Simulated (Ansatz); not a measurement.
# C6H6: geometry and frequencies at several levels

The task, for C6H6: geometry and frequencies at several levels.

Computed with Ansatz 0.2.0 (the levels named in each step, unless a step's input says otherwise).

### 1 Starting point

Bond lengths: C1–C2 1.385 Å, C2–C3 1.385 Å, C3–C4 1.385 Å, C4–C5 1.385 Å, C1–C6 1.385 Å, C5–C6 1.385 Å, C1–H7 1.080 Å, C2–H8 1.080 Å, C3–H9 1.080 Å, C4–H10 1.080 Å, C5–H11 1.081 Å, C6–H12 1.080 Å. Angles (14 of 18 angles, heavy atoms first): C1–C2–C3 120.0°, C2–C1–C6 120.0°, C2–C3–C4 120.0°, C3–C4–C5 120.0°, C4–C5–C6 120.0°, C1–C6–C5 120.0°, C1–C2–H8 120.0°, C3–C2–H8 120.0°, C2–C1–H7 120.0°, C6–C1–H7 120.0°, C2–C3–H9 120.0°, C4–C3–H9 120.0°, C3–C4–H10 120.0°, C5–C4–H10 120.0°.

Coordinates:

```xyz
12

C    -0.7925    1.1348    0.0388
C    -1.3788   -0.1165   -0.0500
C    -0.5863   -1.2513   -0.0885
C     0.7924   -1.1348   -0.0382
C     1.3788    0.1164    0.0500
C     0.5864    1.2512    0.0885
H    -1.4108    2.0203    0.0696
H    -2.4548   -0.2076   -0.0896
H    -1.0437   -2.2277   -0.1581
H     1.4107   -2.0204   -0.0674
H     2.4548    0.2072    0.0896
H     1.0440    2.2275    0.1581
```

### 2 A rough first relaxation, PBE-D4/def2-SVP

Contents of input.yaml:

```yaml
crystal:
  periodic: [false, false, false]
  atoms:
    - { symbol: C, position_ang: [-0.79247, 1.13479, 0.03876] }
    - { symbol: C, position_ang: [-1.37883, -0.11654, -0.04997] }
    - { symbol: C, position_ang: [-0.58628, -1.25128, -0.08845] }
    - { symbol: C, position_ang: [0.79245, -1.13482, -0.03821] }
    - { symbol: C, position_ang: [1.37884, 0.11644, 0.04996] }
    - { symbol: C, position_ang: [0.58638, 1.25124, 0.08845] }
    - { symbol: H, position_ang: [-1.41081, 2.02033, 0.06962] }
    - { symbol: H, position_ang: [-2.45476, -0.20755, -0.08957] }
    - { symbol: H, position_ang: [-1.04366, -2.22772, -0.15807] }
    - { symbol: H, position_ang: [1.41074, -2.02045, -0.06744] }
    - { symbol: H, position_ang: [2.4548, 0.20716, 0.08955] }
    - { symbol: H, position_ang: [1.04402, 2.22755, 0.15807] }
basis:
  gaussian: { orbitals: def2-SVP }
hamiltonian:
  xc: pbe
  dispersion: d4
relax:
  f_tol: 0.03
  max_steps: 200
```

Started as:

```sh
$ ansatz run input.yaml --threads 4 --pin off --max-ram 10240MiB --backend cpu --events-out ev --progress --plain --runs-dir out
```

Further steps of the session: Relaxation, HF/STO-3G; Frequencies, HF/STO-3G; Relaxation, HF/6-31G*; Frequencies, HF/6-31G*; Relaxation, LDA/def2-SVP; Frequencies, LDA/def2-SVP; Relaxation, PBE-D4/def2-SVP; Frequencies, PBE-D4/def2-SVP.

**Question.** What will these runs give? Wanted: C1–C2 at PBE-D4/def2-SVP; C1–C6 at PBE-D4/def2-SVP; C2–C3 at PBE-D4/def2-SVP; frequencies at PBE-D4/def2-SVP.

The runs gave:

```
                      quantity             value
      C1–C2 at PBE-D4/def2-SVP           1.404 Å
      C1–C6 at PBE-D4/def2-SVP           1.404 Å
      C2–C3 at PBE-D4/def2-SVP           1.404 Å
frequencies at PBE-D4/def2-SVP  401 to 3137 cm⁻¹
```

What this shows: The C–C distance spreads over 0.018 Å, from HF/6-31G* (shortest) to PBE-D4/def2-SVP. No mode is imaginary, so the geometry is a minimum.
